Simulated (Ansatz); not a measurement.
Relaxation of BClH3N (6 atoms, charge 0, multiplicity 1), to a largest force component of 0.03 eV/Å in at most 50 steps.

Method: RKS PBE0/6-31G* (Ansatz).

```xyz
6
Properties=species:S:1:pos:R:3
B -0.296 0.234 -0.969
N 0.992 -0.005 1.442
H 0.899 0.716 2.151
H 1.595 -0.733 1.815
H 1.477 0.422 0.634
Cl -1.785 -0.634 -0.719
```

Problem. Where does it end, and by what steps?

Solution. It converged. After 16 steps the energy has fallen by 0.356 eV; H4 moved furthest, 0.84 Å. Joined: B1–N2 (2.74 → 1.77 Å).

```csv
step,energy less start (eV),largest force component (eV/Å),accepted
0,0.0000,0.755,yes
1,-0.0288,0.718,yes
2,-0.0505,1.119,yes
3,-0.1246,0.794,yes
4,-0.1964,0.492,yes
5,-0.2938,0.303,yes
6,-0.3303,0.450,yes
7,-0.3455,0.086,yes
8,-0.3468,0.049,yes
9,-0.3475,0.056,yes
10,-0.3483,0.173,yes
11,-0.3501,0.161,yes
12,-0.3546,0.050,yes
13,-0.3554,0.045,yes
14,-0.3555,0.067,yes
15,-0.3556,0.081,yes
16,-0.3559,0.008,yes
```

```xyz
6
Properties=species:S:1:pos:R:3
B -0.160 0.532 -0.325
N 0.890 0.123 1.039
H 0.693 0.833 1.746
H 0.832 -0.807 1.475
H 1.844 0.291 0.722
Cl -1.216 -0.972 -0.305
```

Whether the end is a true minimum wasn't checked by a vibrational analysis.

The run took 42 s on 1 thread of Intel(R) Xeon(R) Platinum 8175M CPU @ 2.50GHz (Skylake/Cascade Lake), with other jobs on the host, peak memory 0.14 GiB.
